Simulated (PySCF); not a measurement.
**Electron affinity of S by level of theory**

S⁻ [Ne] 3s2 3p5 (2P) → S [Ne] 3s2 3p4 (3P), as a difference of total energies. Computed with PySCF 2.14 in x2c-QZVPPall with one added diffuse shell each of s, p, d, f type (10s7p5d3f1g, 86 functions), with scalar relativity by spin-free X2C-1e. Correlated levels: valence: [Ne] frozen; valence and next inner shell: 1s2 frozen. The calculations carry no spin-orbit coupling.

```tsv
method	electron affinity (eV)
UHF	0.869
LDA	2.382
PBE	2.154
PBE0	2.053
r2SCAN	2.113
BP86	2.298
B3LYP	2.190
wB97M-V	2.112
M06-2X	2.079
MP2 (valence and next inner shell)	1.981
SCS-MP2 (valence and next inner shell)	1.988
```

Estimate what MP2 (valence) gives.

1.982 eV, closest to MP2 (valence and next inner shell) among the rows shown.

Estimate what SCS-MP2 (valence) gives.

1.990 eV, closest to SCS-MP2 (valence and next inner shell) among the rows shown.

Errors of the correlated levels include the incompleteness of this basis and the frozen core.

In the anion the highest occupied orbital energy is positive at LDA, PBE, PBE0, r2SCAN, BP86, B3LYP, a self-interaction effect; the basis confines that electron, and the energy difference can still be sensible.

For comparison: 2.077 eV (measured; photodetachment measurements, as compiled on the Wikipedia data page of electron affinities).
